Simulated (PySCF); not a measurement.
# How the method moves the HOMO and LUMO of `C#C[C@@H]1C[C@@H]1F`

Species: C5H5F.
Geometry (PBE0-D3(BJ)/def2-SVP, Å), atoms numbered from 1 in this order:
```
atom  x, y, z in Å
C1     1.508   -1.541   -1.283
C2     0.872   -0.601   -0.858
C3     0.118    0.517   -0.366
C4    -0.112    0.680    1.131
C5    -1.237    0.290    0.253
F6    -1.695   -0.976    0.329
H7     2.069   -2.376   -1.659
H8     0.224    1.437   -0.950
H9    -0.083    1.688    1.553
H10    0.300   -0.109    1.764
H11   -2.035    1.005    0.026
```

Basis pcSseg-2 throughout (PySCF), one geometry. Isolated species at its PBE0-D3(BJ)/def2-SVP geometry, gas phase.

Problem. How do the orbital energies, the gap and the dipole change with the method?

Solution. 
```tsv
method	kind	HOMO (eV)	LUMO (eV)	gap (eV)	μ (D)	SCF cycles
BLYP	GGA	-6.03	-0.48	5.54	1.91	15
B97-D	GGA	-6.11	-0.41	5.70	1.90	15
OPBE	GGA	-6.13	-0.48	5.64	1.86	16
KT2	GGA	-6.17	-0.49	5.68	1.88	16
PBE	GGA	-6.17	-0.53	5.64	1.89	15
KT3	GGA	-6.18	-0.63	5.55	1.87	16
BP86	GGA	-6.25	-0.50	5.76	1.90	15
LDA	LDA	-6.35	-0.68	5.67	1.95	15
B97-2	global hybrid	-7.09	0.29	7.38	1.94	14
B3LYP	global hybrid	-7.13	0.00	7.14	1.96	14
PBE0	global hybrid	-7.35	0.29	7.64	1.95	14
mPW1PW91	global hybrid	-7.37	0.24	7.61	1.95	14
BHandHLYP	global hybrid	-8.40	0.89	9.29	2.03	14
CAM-B3LYP	range-separated hybrid	-8.70	1.03	9.73	1.99	14
wB97X-D	range-separated hybrid	-9.18	2.01	11.19	1.96	14
HF	Hartree–Fock	-9.98	2.48	12.46	2.10	12
LC-wPBE	range-separated hybrid	-10.07	2.13	12.20	1.97	14
```

The HOMO spans 4.05 eV, from BLYP down to LC-wPBE, and the gap runs from 5.54 eV (BLYP) to 12.46 eV (HF). Over the methods BLYP (0 %), B97-D (0 %), OPBE (0 %), KT2 (0 %), PBE (0 %), KT3 (0 %), BP86 (0 %), LDA (0 %), B97-2 (21 %), B3LYP (20 %), PBE0 (25 %), mPW1PW91 (25 %), BHandHLYP (50 %), HF (100 %), a straight line through the gap against the share of exact exchange rises by 0.69 eV for each 10 % (correlation coefficient 0.998). The dipole ranges from 1.86 D (OPBE) to 2.10 D (HF). This basis has no diffuse functions.

The vertical ΔSCF ionisation energy at B3LYP/def2-SVPD is 9.52 eV; −ε(HOMO) comes closest to it with wB97X-D (9.18 eV).
